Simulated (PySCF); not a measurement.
1-chloro-2,2-difluoroethylene, C2HClF2.
SMILES with atom numbers: `[F:1][C:2]([F:3])=[CH:4][Cl:5]` (hydrogens: H6 on C4)

The same species was optimised twice, with GFN2-xTB and with PBE0-D3(BJ)/def2-SVP (PySCF), and the same property calculations (PySCF, gas phase) were run on both structures.

```csv
coordinate,GFN2-xTB,PBE0-D3(BJ)/def2-SVP,change
C2–F3 (Å),1.327,1.308,-0.019
F1–C2 (Å),1.320,1.303,-0.017
C4–H6 (Å),1.077,1.089,+0.012
C2=C4 (Å),1.323,1.331,+0.008
C4–Cl5 (Å),1.712,1.713,+0.001
F1–C2–F3 (°),110.3,111.4,+1.1
F1–C2–C4 (°),126.7,125.5,-1.2
Cl5–C4–H6 (°),116.8,117.7,+0.9
C2–C4–H6 (°),120.5,120.0,-0.5
C2–C4–Cl5 (°),122.7,122.3,-0.4
F3–C2–C4 (°),123.0,123.0,0.0
```

Rotational constants: A = 10607, B = 2267, C = 1868 MHz (GFN2-xTB) against A = 10775, B = 2287, C = 1886 MHz (PBE0-D3(BJ)/def2-SVP). Point groups within 0.08 Å: Cs and Cs.

On the GFN2-xTB structure: HOMO (eV) -7.59 [PBE0/pcSseg-1]; LUMO (eV) 0.06 [PBE0/pcSseg-1]; dipole (D) 1.04 [PBE0/pcSseg-1]; GIAO shielding of F1 (ppm) 254.4 [PBE0/pcSseg-1]; GIAO shielding of C2 (ppm) 14.7 [PBE0/pcSseg-1]; GIAO shielding of F3 (ppm) 258.0 [PBE0/pcSseg-1]; GIAO shielding of C4 (ppm) 98.5 [PBE0/pcSseg-1]; GIAO shielding of Cl5 (ppm) 853.1 [PBE0/pcSseg-1].

Task: What do these properties become on the PBE0-D3(BJ)/def2-SVP structure?

Result: 
```json
{"property": "HOMO (eV)", "level": "PBE0/pcSseg-1", "on GFN2-xTB": "-7.59", "on PBE0-D3(BJ)/def2-SVP": "-7.47", "change": "+0.12"}
{"property": "LUMO (eV)", "level": "PBE0/pcSseg-1", "on GFN2-xTB": "0.06", "on PBE0-D3(BJ)/def2-SVP": "0.12", "change": "+0.06"}
{"property": "dipole (D)", "level": "PBE0/pcSseg-1", "on GFN2-xTB": "1.04", "on PBE0-D3(BJ)/def2-SVP": "1.02", "change": "-0.02"}
{"property": "energy, GFN2-xTB geometry as zero (kcal/mol)", "level": "PBE0/pcSseg-1", "on GFN2-xTB": "0.0", "on PBE0-D3(BJ)/def2-SVP": "-0.1", "change": "-0.1"}
{"property": "GIAO shielding of F1 (ppm)", "level": "PBE0/pcSseg-1", "on GFN2-xTB": "254.4", "on PBE0-D3(BJ)/def2-SVP": "258.8", "change": "+4.4"}
{"property": "GIAO shielding of C2 (ppm)", "level": "PBE0/pcSseg-1", "on GFN2-xTB": "14.7", "on PBE0-D3(BJ)/def2-SVP": "16.5", "change": "+1.8"}
{"property": "GIAO shielding of F3 (ppm)", "level": "PBE0/pcSseg-1", "on GFN2-xTB": "258.0", "on PBE0-D3(BJ)/def2-SVP": "264.3", "change": "+6.3"}
{"property": "GIAO shielding of C4 (ppm)", "level": "PBE0/pcSseg-1", "on GFN2-xTB": "98.5", "on PBE0-D3(BJ)/def2-SVP": "98.1", "change": "-0.4"}
{"property": "GIAO shielding of Cl5 (ppm)", "level": "PBE0/pcSseg-1", "on GFN2-xTB": "853.1", "on PBE0-D3(BJ)/def2-SVP": "853.6", "change": "+0.5"}
```

The heavy atoms differ by 0.013 Å rms after alignment. Among all bonds C2–F3 changes most (-0.019 Å). Changes are differences of the printed values. Neither structure is proved a minimum here.
